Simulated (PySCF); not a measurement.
Breaking a bond: OH, doublet. Each curve is given relative to its own lowest point near equilibrium.

```csv
R / Å,A,B,C,D
0.73,66.0,60.5,64.9,65.8
0.79,32.7,28.9,32.1,32.3
0.82,21.6,18.6,21.2,21.2
0.88,7.5,5.9,7.4,7.2
0.92,2.6,1.7,2.6,2.4
0.94,1.2,0.6,1.2,1.1
0.97,0.1,0.0,0.1,0.1
0.99,0.0,0.1,0.0,0.0
1.03,0.9,1.5,0.9,1.0
1.08,3.8,4.8,3.8,4.0
1.14,9.0,10.3,9.0,9.2
1.21,16.5,17.8,16.5,16.8
1.31,27.5,29.2,28.7,29.0
1.44,37.6,43.3,45.1,45.2
1.61,44.3,58.5,65.3,64.2
1.73,46.6,66.6,77.8,74.5
1.95,48.6,76.0,95.2,86.6
2.13,49.3,—,104.5,92.3
2.36,49.8,—,112.0,96.5
2.61,50.0,—,116.7,99.0
2.93,50.2,—,120.1,100.5
3.39,50.4,—,122.3,101.3
3.85,50.4,—,123.2,101.5
```

Energies in kcal/mol.

Q: Match the curves with the methods CASSCF(7,5)/cc-pVQZ (PySCF); unrestricted Hartree-Fock/3-21G (PySCF); PySCF with unrestricted B3LYP/6-31G*, spherical d; PySCF 2.14.0 with unrestricted LDA (SVWN5)/cc-pVQZ.

A: A is UHF/3-21G; B is CASSCF(7,5); C is UKS-LDA (SVWN5); D is UKS-B3LYP/6-31G*.

Dashes: no converged value, or the column stops at the first point that the program doubted or that broke a chosen test of continuity, which isn't proof of a fault.

The unrestricted determinant behind UKS-LDA (SVWN5) is spin-contaminated at 1.95 to 3.85 Å (<S²> up to 1.7, against 0.75 for a pure doublet). The unrestricted determinant behind UHF/3-21G is spin-contaminated at 1.31 to 3.85 Å (<S²> up to 1.8, against 0.75 for a pure doublet). The natural occupations jump between 1.95 and 2.13 Å in the active space behind CASSCF(7,5). The unrestricted determinant behind UKS-B3LYP/6-31G* is spin-contaminated at 1.61 to 3.85 Å (<S²> up to 1.8, against 0.75 for a pure doublet).
